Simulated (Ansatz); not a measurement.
## How far each method lies from RCCSDT(Q) for SiCl4, singlet

Geometry: MP2(full)/6-31G*, from the G2/97 set.

```xyz
5

Si    0.0000    0.0000    0.0000
Cl    1.1693    1.1693    1.1693
Cl   -1.1693   -1.1693    1.1693
Cl    1.1693   -1.1693   -1.1693
Cl   -1.1693    1.1693   -1.1693
```

Basis 6-31G; Ansatz 0.2.0. Correlated methods freeze the noble-gas cores, which leaves 32 electrons in 40 orbitals. Prefix R: restricted or restricted open-shell reference. Active spaces: frontier = (8e, 8o) about the gap.

Full CI isn't at hand for all of this; RCCSDT(Q) serves as the reference, and is uncertain by about the last step of the cluster series.

The UHF ⟨S²⟩ is 0.000. The T1 diagnostic (RCCSD) is 0.0100 and the largest doubles amplitude (RCCSD) is 0.028.

```json
{"level": "RHF", "E − E(RCCSDT(Q)) (kJ/mol)": "628.5", "share of correlation (%)": "0.00", "wall time": "–"}
{"level": "RMP2", "E − E(RCCSDT(Q)) (kJ/mol)": "80.2", "share of correlation (%)": "87.24", "wall time": "–"}
{"level": "CISD", "E − E(RCCSDT(Q)) (kJ/mol)": "75.0", "share of correlation (%)": "88.07", "wall time": "12 s"}
{"level": "RCCSD", "E − E(RCCSDT(Q)) (kJ/mol)": "17.0", "share of correlation (%)": "97.30", "wall time": "–"}
{"level": "RCCSD(T)", "E − E(RCCSDT(Q)) (kJ/mol)": "2.1", "share of correlation (%)": "99.66", "wall time": "2.1 s"}
{"level": "BCCD(T)", "E − E(RCCSDT(Q)) (kJ/mol)": "1.9", "share of correlation (%)": "99.70", "wall time": "2.4 s"}
{"level": "RCCSDT", "E − E(RCCSDT(Q)) (kJ/mol)": "0.4", "share of correlation (%)": "99.93", "wall time": "–"}
{"level": "CASSCF (frontier space)", "E − E(RCCSDT(Q)) (kJ/mol)": "505.7", "share of correlation (%)": "19.53", "wall time": "–"}
{"level": "NEVPT2 (frontier space)", "E − E(RCCSDT(Q)) (kJ/mol)": "61.8", "share of correlation (%)": "90.17", "wall time": "14 s"}
{"level": "MRCISD (frontier space)", "E − E(RCCSDT(Q)) (kJ/mol)": "52.0", "share of correlation (%)": "91.72", "wall time": "–"}
{"level": "MRCISD+Q (frontier space)", "E − E(RCCSDT(Q)) (kJ/mol)": "12.7", "share of correlation (%)": "97.97", "wall time": "16 s"}
{"level": "MRCISD+Q(relaxed) (frontier space)", "E − E(RCCSDT(Q)) (kJ/mol)": "10.6", "share of correlation (%)": "98.32", "wall time": "17 s"}
```

The correlation energy at RCCSDT(Q), counted from RHF, is -6.514 eV. That run took 59 s on 1 thread of AMD EPYC 7R13, shared host.

Times hold each run's SCF and search for its determinant on a shared host, so for small cases they say little of a method's own cost; they ran on 1 thread of AMD EPYC 7R13.

Atomization energy (electronic, same basis, no zero-point term; atoms at the same level, unrestricted beside the R rows where the molecule is a closed shell, with restricted open-shell steps beyond CCSDT(Q)) at RCCSDT(Q): 898.3 kJ/mol. Errors of other levels:

| level | error (kJ/mol) |
| --- | --- |
| RHF | -241.7 |
| RMP2 | 3.0 |
| CISD | -66.8 |
| RCCSD | -13.1 |
| RCCSD(T) | -1.5 |
| BCCD(T) | -1.2 |
| RCCSDT | -0.7 |

This basis is far from its limit, so the value isn't to be set against a measured one. Truncated CI isn't size-consistent, which counts against it in atomization.
